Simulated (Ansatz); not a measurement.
# Al$_{2}$H$_{2}$ (H-bridged), singlet in cc-pVDZ: errors against RCCSDTQ

Geometry: a PBE0/def2-TZVP stationary point for this spin, not checked as a minimum.

```xyz
4

Al    0.0000    0.0925    1.2647
Al    0.0000   -0.0193   -1.3669
H     0.0000   -0.6882    2.6804
H     0.0000   -1.2711    0.0548
```

Basis cc-pVDZ; Ansatz 0.2.0. Correlated methods freeze the noble-gas cores, which leaves 8 electrons in 36 orbitals. R marks a restricted (for open shells ROHF) determinant, U an unrestricted one. Active spaces: valence = (8e, 10o) chosen from the atoms' valence shells.

Full CI isn't at hand for all of this; RCCSDTQ serves as the reference, and is uncertain by about the last step of the cluster series. The frozen core follows each run's orbitals, which can shift R against U totals by a few meV.

Unrestricted rows (U) aren't spin-pure: their determinants' ⟨S²⟩ exceeds S(S+1) by up to 0.51, so they mix in states of higher spin.

```
UHF ⟨S²⟩                          : 0.512
T1 diagnostic (RCCSD)             : 0.0169
largest doubles amplitude (RCCSD) : 0.104
```

```
                   level  E − E(RCCSDTQ) (meV)  share of correlation (%)     wall time
                     RHF                  4407                      0.00             –
                     UHF                  4322                      1.91             –
                    RMP2                  1211                     72.52             –
                    UMP2                  1404                     68.13             –
                    CISD                   528                     88.01        0.55 s
                   RCCSD                   181                     95.90             –
                   UCCSD                   194                     95.60             –
                RCCSD(T)                    46                     98.96        0.73 s
                UCCSD(T)                    53                     98.79         4.4 s
                 BCCD(T)                    45                     98.97        0.52 s
                  RCCSDT                    10                     99.76             –
                  UCCSDT                    12                     99.72             –
               RCCSDT(Q)                     2                     99.96         2.8 s
               UCCSDT(Q)                     2                     99.95          17 s
                 UCCSDTQ                     0                     99.99   23 s (H100)
  CASSCF (valence space)                  2134                     51.56             –
  NEVPT2 (valence space)                   675                     84.69         5.5 s
  MRCISD (valence space)                   137                     96.89             –
MRCISD+Q (valence space)                    23                     99.49  8.5 s (H100)
```

The correlation energy at RCCSDTQ, counted from RHF, is -4.407 eV. That run took 4.3 s on 2 threads of AMD EPYC 7R13 with a shared H100 80 GB, shared host.

Times hold each run's SCF and search for its determinant on a shared host, so for small cases they say little of a method's own cost; rows without a card ran on 1 thread of AMD EPYC 7R13.

Natural occupations of CASSCF (valence space) about the gap: 1.977 1.967 1.916 1.883 0.082 0.060 0.048 0.027 0.026 0.014; effectively unpaired electrons, Σ n²(2−n)², 0.13.

Atomization energy (electronic, same basis, no zero-point term; atoms at the same level, unrestricted beside the R rows where the molecule is a closed shell, with restricted open-shell steps beyond CCSDT(Q)) at RCCSDTQ: 641.5 kJ/mol. Errors of other levels:

```json
{"level": "RHF", "error (kJ/mol)": "-172.5"}
{"level": "UHF", "error (kJ/mol)": "-164.4"}
{"level": "RMP2", "error (kJ/mol)": "-24.7"}
{"level": "UMP2", "error (kJ/mol)": "-43.3"}
{"level": "CISD", "error (kJ/mol)": "-44.2"}
{"level": "RCCSD", "error (kJ/mol)": "-12.0"}
{"level": "UCCSD", "error (kJ/mol)": "-13.2"}
{"level": "RCCSD(T)", "error (kJ/mol)": "-2.5"}
{"level": "UCCSD(T)", "error (kJ/mol)": "-3.3"}
{"level": "BCCD(T)", "error (kJ/mol)": "-2.4"}
{"level": "RCCSDT", "error (kJ/mol)": "-1.0"}
{"level": "UCCSDT", "error (kJ/mol)": "-1.2"}
{"level": "RCCSDT(Q)", "error (kJ/mol)": "-0.2"}
{"level": "UCCSDT(Q)", "error (kJ/mol)": "-0.2"}
{"level": "UCCSDTQ", "error (kJ/mol)": "0.0"}
{"level": "CASSCF (valence space)", "error (kJ/mol)": "-61.2"}
{"level": "NEVPT2 (valence space)", "error (kJ/mol)": "-20.7"}
{"level": "MRCISD (valence space)", "error (kJ/mol)": "-11.6"}
{"level": "MRCISD+Q (valence space)", "error (kJ/mol)": "-5.9"}
```

This basis is far from its limit, so the value isn't to be set against a measured one. Truncated CI isn't size-consistent, which counts against it in atomization.
